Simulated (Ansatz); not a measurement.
**BaAs2Rh2: experiment and calculation**

**The experiment to reproduce.**

From “Single crystal growth and physical properties of the layered arsenide BaRh2As2”, 2008, arxiv:0808.3116, for a bulk crystal of BaAs2Rh2: lattice constant a 4.053 ± 0.001 Å; lattice constant c 12.797 ± 0.004 Å at 293 K.

How close the calculation comes is told below.

The calculation used Ansatz, DFT r2SCAN, scalar-relativistic, plane waves, PAW.

Cutoff 500 eV; k points 12×12×12 on the computed 5-atom cell (Γ-centred); Gaussian smearing, width 0.10 eV; no spin polarisation.

Relaxed structure, symmetry kept:

```cif
data_structure
_symmetry_space_group_name_H-M 'I4/mmm'
_symmetry_Int_Tables_number 139
_cell_length_a 4.0550
_cell_length_b 4.0550
_cell_length_c 13.0150
_cell_angle_alpha 90.000
_cell_angle_beta 90.000
_cell_angle_gamma 90.000
_cell_volume 214.00
loop_
_atom_site_label
_atom_site_type_symbol
_atom_site_symmetry_multiplicity
_atom_site_Wyckoff_symbol
_atom_site_fract_x
_atom_site_fract_y
_atom_site_fract_z
_atom_site_occupancy
Ba1 Ba 2 a 0.00000 0.00000 0.00000 1
As1 As 4 e 0.00000 0.00000 0.35500 1
Rh1 Rh 4 d 0.00000 0.50000 0.25000 1
```

| Item | Value |
| --- | --- |
| Space group | I4/mmm (No. 139) |
| Volume per atom | 21.40 Å³ |
| Formation energy from the elements' standard states (uncorrected) | -0.937 eV/atom |
| Generalised Kohn–Sham band gap | none (metal) |
| Density of states at the Fermi level | 3.29 states/eV per cell |
| Löwdin character within 0.5 eV of the Fermi level | Rh 4d 47 %, As 4p 32 %, unprojected 15 % |
| Bulk modulus | 81 GPa |
| Its pressure derivative | 4.9 |
| Bader charges (e) | Ba (1 in the cell) 1.29, As (2 in the cell) -0.40, Rh (2 in the cell) -0.25 |

Spin-orbit coupling is left out, which matters for the bands of heavy elements.

A measured lattice constant a of BaAs2Rh2 is 4.053 Å (quoted in the paper above); the calculated 4.055 Å misses it by 0.0 %. 2 values of this kind are on record (4.053 to 4.0564 Å); this one was drawn at random, those with a stated uncertainty first. A measured lattice constant c of BaAs2Rh2 is 12.797 Å (293 K; the paper above); the calculated 13.015 Å misses it by +1.7 %. 2 values of this kind are on record (12.77 to 12.797 Å); this one was drawn at random, those with a stated uncertainty first. The calculation is for 0 K without zero-point motion.

Cost: 9 runs of about 72 core-minutes in all, on Arm Neoverse V1 (shared hosts).